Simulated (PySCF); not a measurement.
**Broadened absorption spectrum of HPO**

HPO.
SMILES: `O=P`

Computed with TDDFT CAM-B3LYP/aug-cc-pVTZ, vertical, gas phase, core orbitals frozen in the response (PySCF 2.14.0, density-fitted response routines). Isolated species at its PBE0-D3(BJ)/def2-TZVP geometry, gas phase.

Computed states:

```tsv
state	E (eV)	f
S1	2.43	0.0032
S2	5.55	0.0087
S3	5.99	0.012
S4	6.57	0.102
S5	6.81	0.0000
S6	6.99	0.079
S7	7.88	0.026
S8	7.90	0.0043
S9	8.31	0.127
S10	8.81	0.0037
```

Broadening: Gaussians 0.4 eV wide at half height, area fixed by f = 4.319×10⁻⁹ ∫ε dν̃. The width is an assumption, not a result. The curve ends short of the highest state used, and states not computed would add to its high-energy end.

**Question.** Give the broadened spectrum and its maxima.

**Answer.** 
| E (eV) | ε (L mol⁻¹ cm⁻¹) |
| --- | --- |
| 1.83 | 0 |
| 2.11 | 37 |
| 2.38 | 209 |
| 2.66 | 87 |
| 2.94 | 2 |
| 3.22 | 0 |
| 3.49 | 0 |
| 3.77 | 0 |
| 4.05 | 0 |
| 4.32 | 0 |
| 4.60 | 0 |
| 4.88 | 0 |
| 5.16 | 40 |
| 5.43 | 456 |
| 5.71 | 607 |
| 5.99 | 881 |
| 6.27 | 1706 |
| 6.54 | 6939 |
| 6.82 | 5388 |
| 7.10 | 4415 |
| 7.37 | 483 |
| 7.65 | 841 |
| 7.93 | 2646 |
| 8.21 | 7445 |

Maxima: 510 nm (2.43 eV), ε about 220, made up of S1 (100%); 222 nm (5.59 eV), ε about 630, made up of S2 (91%) (hardly more than a shoulder); 207 nm (5.99 eV), ε about 880, made up of S3 (95%); 188 nm (6.59 eV), ε about 7100, made up of S4 (96%); 178 nm (6.96 eV), ε about 5700, made up of S6 (92%) (hardly more than a shoulder) (ε in L mol⁻¹ cm⁻¹; maxima over ε = 5, shares over 10%). At its high-energy end, 8.21 eV, the curve is still rising (ε about 7400, from S9).

**Question.** Does any computed singlet lie in the visible range?

**Answer.** S1 lies in the visible range (380 to 750 nm), at 510 nm, f = 0.0032; light of that wavelength is green, and its complementary colour is purple.

**Question.** What would ε be at 6.59 eV, the highest of these maxima, with half the width (0.2 eV)?

**Answer.** About 13200 L mol⁻¹ cm⁻¹ against 7120, a factor of about 1.9; a lone state at its own centre would give exactly 2.

**Question.** On this curve, what absorbance would a 10⁻⁵ mol/L sample give at 248 nm over a 1 cm path?

**Answer.** 248 nm is 4.999 eV, where ε is about 2.9 L mol⁻¹ cm⁻¹, so A = ε c l ≈ 2.9e-05 (Beer–Lambert, with the gas-phase spectrum and the assumed width).
